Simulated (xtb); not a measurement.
nitrous oxide (N2O), SMILES N#[N+][O-]. All values are semi-empirical tight-binding results from xtb (GFN2-xTB unless named), good for trends rather than for accurate numbers. Geometry optimised at GFN2-xTB.

Computed properties:
```
Property                                        Value
--------------------------------------  -------------
point group as xtb finds it                       C∞v
orbital gap                                   6.24 eV
dipole moment                                  0.20 D
zero-point energy                        7.4 kcal/mol
G − E(el) at 298.15 K (modified RRHO)   -5.9 kcal/mol
static polarisability (D4 model)           18.8 bohr³
solvation energy, GFN2-xTB/ALPB(water)  -4.4 kcal/mol
solvation energy, GFN2-xTB/ALPB(ether)  -1.6 kcal/mol
```

**Question.** Give the IR lines (harmonic; lines under 4 % of the strongest left out, lines within 3 cm⁻¹ merged). (The exact figures need the calculation; the answer reports its results.)

**Answer.** ν (cm⁻¹): 552 (w), 1443 (w), 2651 (vs) (against the strongest line: vs over 80 %, s over 45 %, m over 15 %, w over 4 %, vw less)
